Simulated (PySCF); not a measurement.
Species: C2H7B.
Structure used (PBE0-D3(BJ)/def2-SVP), in Å, numbered top down from 1:
```
atom  x, y, z in Å
B1     1.3220    0.3107    0.4546
C2     0.0024   -0.3618   -0.0254
C3    -1.3236    0.1768    0.4967
H4     2.3869   -0.1102    0.0578
H5     1.3271    1.2534    1.2175
H6     0.0394   -0.3413   -1.1344
H7     0.1120   -1.4453    0.1858
H8    -1.3775    0.1087    1.5943
H9    -2.1887   -0.3699    0.0904
H10   -1.4533    1.2387    0.2363
```

Computed with PySCF at wB97X-D/def2-SVPD, non-relativistic, on one gas-phase PBE0-D3(BJ)/def2-SVP geometry that isn't relaxed in the solvent. The solvent is an IEF-PCM continuum (cavity from Bondi-type radii × 1.2), and excitations are vertical TDDFT with non-equilibrium linear response and a frozen core. Only the electrostatic response of the medium enters.

```csv
run,E − E(gas) (kcal/mol),HOMO (eV),HOMO–LUMO gap (eV),dipole (D),lowest singlet (eV),static polarisability (au)
gas,0.00,-10.72,11.44,0.68,5.90,41.5
P,-0.57,-10.62,11.42,0.80,5.89,49.9
Q,-0.31,-10.66,11.43,0.75,5.88,45.9
```

**Question.** The runs were made in chloroform and cyclohexane. Which run belongs to which solvent?

**Answer.** P = chloroform, Q = cyclohexane. The dielectric constants are 2.017 (cyclohexane), 4.711 (chloroform), and the energy falls further as ε rises. The optical constants n² used for the excitations are 2.04, 2.09 in the same order. In this model the ground state sees the solvent through ε alone.

**Question.** How constant is the ratio of the lowering to (ε − 1)/(2ε + 1)?

**Answer.** 
| solvent | (ε − 1)/(2ε + 1) | E − E(gas) (kcal/mol) | ratio (kcal/mol) | polarisation term (kcal/mol) |
| --- | --- | --- | --- | --- |
| cyclohexane | 0.202 | -0.31 | -1.5 | -0.32 |
| chloroform | 0.356 | -0.57 | -1.6 | -0.61 |

The ratio changes by +3.8 % in size from cyclohexane to chloroform. The polarisation term is half the interaction of the solute with the induced surface charges.

Rough CPU time on one thread of a shared machine: about 8 s. This is the whole response run at wB97X-D/def2-SVPD in chloroform, SCF included.

Note: wB97X-D ran without an empirical dispersion term, which enters the total energy and its gradient alone.
